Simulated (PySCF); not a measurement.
Two species compared at the same levels of theory.

First species: thiophene, C4H4S.
Z-matrix (Å and degrees, GFN2-xTB geometry), rows numbered from 1:
```
C 
C   1  1.4146
C   2  1.3560  1  112.49
S   3  1.7194  2  112.03  1    -0.01
C   1  1.3559  2  112.47  3    -0.01
H   1  1.0752  2  123.74  3  -179.96
H   2  1.0752  1  123.78  3  -179.99
H   3  1.0718  2  128.63  1   179.96
H   5  1.0715  1  128.58  2  -179.99
```

Second species: C4H13FSi3.
InChI=1S/C4H13FSi3/c5-3-8-2-4(1-6)7-8/h4,8H,1-3,7H2,6H3/t4-,8-/m0/s1

Levels: PBE0/pcSseg-1 for dipole moment, HOMO energy, LUMO energy and HOMO–LUMO gap; GFN2-xTB for rotational constant A and rotational constant C. Geometries: GFN2-xTB. All species are isolated and taken at one optimised geometry, non-relativistic unless stated; the electronic structure was computed with PySCF and density fitting.

The conformers computed, where there is a choice (atom-mapped SMILES and torsion angles):
- `[F:1][CH2:2][Si@@H:3]1[CH2:4][C@H:5]([CH2:6][SiH3:7])[SiH2:8]1`: F1–C2–Si3–C4 176°, C4–C5–C6–Si7 61°

(1) Which of the two has the higher HOMO–LUMO gap, and by how much?

(2) Which of the two has the higher LUMO energy, and by how much?

(3) Which has the higher rotational constant A?

(4) Which has the higher dipole moment?

(5) Which has the higher HOMO energy?

(6) Which of the two has the higher rotational constant C, and by how much?

## Answers

(1) The second: 7.00 eV against 6.57 eV, a difference of 0.43 eV.

(2) The second: -0.28 eV against -0.39 eV, a difference of 0.11 eV.

(3) The first: 8.185 GHz against 2.384 GHz, a difference of 5.801 GHz.

(4) The second: 1.46 D against 0.52 D, a difference of 0.94 D.

(5) The first: -6.96 eV against -7.28 eV, a difference of 0.32 eV.

(6) The first: 3.258 GHz against 0.440 GHz, a difference of 2.818 GHz.

On the first: In atomic units the dipole is 0.20 e·bohr (1 au = 2.5417 D). Point group C2v permits a dipole; with 0.52 D the species has a pure rotational spectrum.

On the second: In atomic units the dipole is 0.57 e·bohr (1 au = 2.5417 D). A dipole of 1.46 D is allowed in C1, and pure rotational transitions are dipole-allowed.
